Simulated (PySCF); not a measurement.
Gas-phase reaction: Al(CH3)3 + 2 C3H5 (allyl) ⇌ AlCH3 + 2 C4H8 (cyclic)

Computed with PySCF and rigid-rotor harmonic-oscillator thermochemistry at 1 bar. S°(298 K) at PBE0/def2-TZVP differs from the NASA 1993 table for C3H5 (allyl) (-17 J/mol/K); whether the harmonic model or the table's entry is off was not settled. † marks an energy on the PBE0/def2-TZVP geometry and frequencies; other levels use their own. MP2 and CCSD(T) freeze the core. 6-31G* has spherical d functions here. Open shells (unrestricted): C3H5 (allyl) (multiplicity 2); the rest are closed-shell singlets. B3LYP is the form with VWN-RPA correlation. Methyl groups turn as free rotors in Al(CH3)3. AlCH3: computed as isolated molecules; such fragments, hydroxides, amides, oligomers or adducts are transient or little studied in the gas. MP2 isn't extrapolated to the basis-set limit; its ΔH°(298 K) is -137.2 kJ in def2-SVP and -114.7 kJ in def2-TZVPP. CCSD(T) isn't extrapolated to the basis-set limit. The harmonic model lacks anharmonicity and excited electronic states, which grow with temperature; levels with a mode under 35 cm⁻¹ are left out. Warning, spin contamination: C3H5 (allyl) (CCSD(T)/def2-SVP†, MP2/def2-TZVPP†).

| level | ΔE electronic, kJ | ΔH°(298 K), kJ | ΔS°(298 K), J/K | ΔG°(1000 K), kJ |
|---|---|---|---|---|
| B3LYP/6-31G* | -83 | -46 | -96 | 65 |
| CCSD(T)/def2-SVP† | -121 | -83 | -97 | 30 |
| MP2/def2-TZVPP† | -152 | -115 | -97 | -1 |
| PBE0/def2-TZVP | -82 | -45 | -97 | 68 |
| ωB97X-V/def2-TZVP† | -97 | -59 | -97 | 54 |
ΔH° is lowest at MP2/def2-TZVPP† and highest at PBE0/def2-TZVP. No reference value is set beside these.
